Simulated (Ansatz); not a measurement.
Density of states of MgPd5 (P-62m, a = 4.813 Å, b = 4.813 Å, c = 4.524 Å, α = 90.00°, β = 90.00°, γ = 120.00°), in states per eV and primitive cell, averaged over bins of 0.3 eV. The calculation used Ansatz, DFT r2SCAN, scalar-relativistic, plane waves, PAW.

Plane waves to 500 eV, a k mesh through Γ of 9×9×8 on the computed 6-atom cell and Gaussian smearing (0.10 eV); no spin polarisation.

The cell is relaxed at this level. The states (both spins) are summed by tetrahedra on a 14×14×12 mesh at the self-consistent density. Energies are bin centres; the table starts no lower than −8 eV and ends at 6 eV, or lower where the solved bands end.

It is a metal at this level.

| E − E_F (eV) | total | Pd 4d | Mg 3s | Pd 4s | Pd 4p |
| --- | --- | --- | --- | --- | --- |
| -7.00 | 0.14 | 0.00 | 0.12 | 0.01 | 0.00 |
| -6.70 | 0.31 | 0.00 | 0.25 | 0.01 | 0.00 |
| -6.40 | 0.43 | 0.01 | 0.34 | 0.02 | 0.00 |
| -6.10 | 0.56 | 0.03 | 0.40 | 0.02 | 0.00 |
| -5.80 | 0.71 | 0.07 | 0.46 | 0.02 | 0.01 |
| -5.50 | 0.93 | 0.17 | 0.50 | 0.02 | 0.01 |
| -5.20 | 1.74 | 0.65 | 0.73 | 0.02 | 0.01 |
| -4.90 | 5.17 | 4.08 | 0.55 | 0.03 | 0.01 |
| -4.60 | 8.22 | 7.32 | 0.20 | 0.04 | 0.01 |
| -4.30 | 11.12 | 10.40 | 0.15 | 0.04 | 0.02 |
| -4.00 | 10.26 | 9.74 | 0.07 | 0.03 | 0.02 |
| -3.70 | 10.28 | 9.78 | 0.10 | 0.01 | 0.02 |
| -3.40 | 9.01 | 8.62 | 0.06 | 0.01 | 0.02 |
| -3.10 | 12.38 | 11.80 | 0.11 | 0.01 | 0.02 |
| -2.80 | 10.35 | 9.83 | 0.08 | 0.00 | 0.02 |
| -2.50 | 10.16 | 9.62 | 0.06 | 0.00 | 0.01 |
| -2.20 | 13.01 | 12.49 | 0.10 | 0.01 | 0.01 |
| -1.90 | 11.56 | 10.91 | 0.14 | 0.00 | 0.01 |
| -1.60 | 8.66 | 8.06 | 0.15 | 0.00 | 0.01 |
| -1.30 | 7.87 | 7.34 | 0.10 | 0.00 | 0.01 |
| -1.00 | 11.25 | 10.65 | 0.07 | 0.00 | 0.01 |
| -0.70 | 11.21 | 10.56 | 0.10 | 0.00 | 0.01 |
| -0.40 | 9.21 | 8.72 | 0.10 | 0.00 | 0.00 |
| -0.10 | 9.60 | 8.96 | 0.14 | 0.00 | 0.00 |
| 0.20 | 3.03 | 2.08 | 0.16 | 0.01 | 0.00 |
| 0.50 | 1.59 | 0.73 | 0.12 | 0.01 | 0.00 |
| 0.80 | 1.45 | 0.50 | 0.07 | 0.01 | 0.00 |
| 1.10 | 1.69 | 0.46 | 0.06 | 0.00 | 0.00 |
| 1.40 | 1.71 | 0.38 | 0.06 | 0.00 | 0.00 |
| 1.70 | 1.84 | 0.34 | 0.06 | 0.00 | 0.00 |
| 2.00 | 1.75 | 0.27 | 0.05 | 0.00 | 0.00 |
| 2.30 | 1.54 | 0.20 | 0.04 | 0.00 | 0.00 |
| 2.60 | 1.57 | 0.18 | 0.04 | 0.00 | 0.00 |
| 2.90 | 1.54 | 0.15 | 0.03 | 0.00 | 0.00 |
| 3.20 | 1.51 | 0.13 | 0.03 | 0.00 | 0.00 |
| 3.50 | 1.46 | 0.11 | 0.02 | 0.00 | 0.00 |
| 3.80 | 1.47 | 0.10 | 0.02 | 0.00 | 0.00 |
| 4.10 | 1.52 | 0.09 | 0.02 | 0.00 | 0.00 |
| 4.40 | 1.52 | 0.07 | 0.02 | 0.00 | 0.00 |
| 4.70 | 1.45 | 0.06 | 0.02 | 0.00 | 0.00 |
| 5.00 | 1.49 | 0.06 | 0.02 | 0.00 | 0.00 |
| 5.30 | 1.06 | 0.04 | 0.01 | 0.00 | 0.00 |
| 5.60 | 0.71 | 0.02 | 0.01 | 0.00 | 0.00 |

The columns after the total are the Löwdin projections on the occupied valence shells of the potentials. The rest of the total lies in shells that are empty in the free atom, which aren't projected, and between the atoms.

Whether MgPd5 exists in this form wasn't checked.

Cost: 1 run of about 5.7 core-minutes, on Arm Neoverse V2 (shared hosts).